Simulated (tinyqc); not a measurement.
Inside a calculation. Method: extended Hueckel theory, for LiF-. The parameters take no account of the charge, which enters only through the electron count, and nothing here shows that the anion is bound. One step of it, computed by the program tinyqc.

Question. Mulliken analysis. P = C n C^T; charge = valence electrons (F 7, Li 1) minus the sum of (P S)_ii on the atom; overlap population = 2 sum P_ij S_ij between two atoms.

coefficients, order 1Li 2s, 1Li 2px, 1Li 2py, 1Li 2pz, 2F 2s, 2F 2px, 2F 2py, 2F 2pz:
$$\begin{pmatrix}
-0.053591 & 0.000000 & 0.000000 & 0.001675 & 0.887890 & 0.000000 & 0.000000 & 0.566734 \\
0.000000 & -0.016611 & 0.008118 & 0.000000 & 0.000000 & 0.977295 & -0.254866 & 0.000000 \\
0.000000 & -0.008118 & -0.016611 & 0.000000 & 0.000000 & 0.254866 & 0.977295 & 0.000000 \\
-0.092633 & 0.000000 & 0.000000 & 0.008061 & -0.464148 & 0.000000 & 0.000000 & 1.009436 \\
1.049443 & 0.000000 & 0.000000 & -0.002574 & -0.053175 & 0.000000 & 0.000000 & -0.488192 \\
0.000000 & 0.900648 & -0.440151 & 0.000000 & 0.000000 & -0.120483 & 0.031421 & 0.000000 \\
0.000000 & 0.440151 & 0.900648 & 0.000000 & 0.000000 & -0.031421 & -0.120483 & 0.000000 \\
-0.010809 & 0.000000 & 0.000000 & 1.000653 & 0.031006 & 0.000000 & 0.000000 & 0.102812
\end{pmatrix}$$

occupations: [2.000000, 2.000000, 2.000000, 2.000000, 1.000000, 0.000000, 0.000000, 0.000000]

overlap S, order 1Li 2s, 1Li 2px, 1Li 2py, 1Li 2pz, 2F 2s, 2F 2px, 2F 2py, 2F 2pz:
$$\begin{pmatrix}
1.000000 & 0.000000 & 0.000000 & 0.000000 & 0.279786 & 0.000000 & 0.000000 & -0.068763 \\
0.000000 & 1.000000 & 0.000000 & 0.000000 & 0.000000 & 0.141405 & 0.000000 & 0.000000 \\
0.000000 & 0.000000 & 1.000000 & 0.000000 & 0.000000 & 0.000000 & 0.141405 & 0.000000 \\
0.000000 & 0.000000 & 0.000000 & 1.000000 & 0.417686 & 0.000000 & 0.000000 & -0.070084 \\
0.279786 & 0.000000 & 0.000000 & 0.417686 & 1.000000 & 0.000000 & 0.000000 & 0.000000 \\
0.000000 & 0.141405 & 0.000000 & 0.000000 & 0.000000 & 1.000000 & 0.000000 & 0.000000 \\
0.000000 & 0.000000 & 0.141405 & 0.000000 & 0.000000 & 0.000000 & 1.000000 & 0.000000 \\
-0.068763 & 0.000000 & 0.000000 & -0.070084 & 0.000000 & 0.000000 & 0.000000 & 1.000000
\end{pmatrix}$$

Give: charges; Overlap populations.

Answer.

charges: 1Li 0.1004, 2F -1.1004

Overlap populations:
```
pair      value
2-1   -0.257098
```
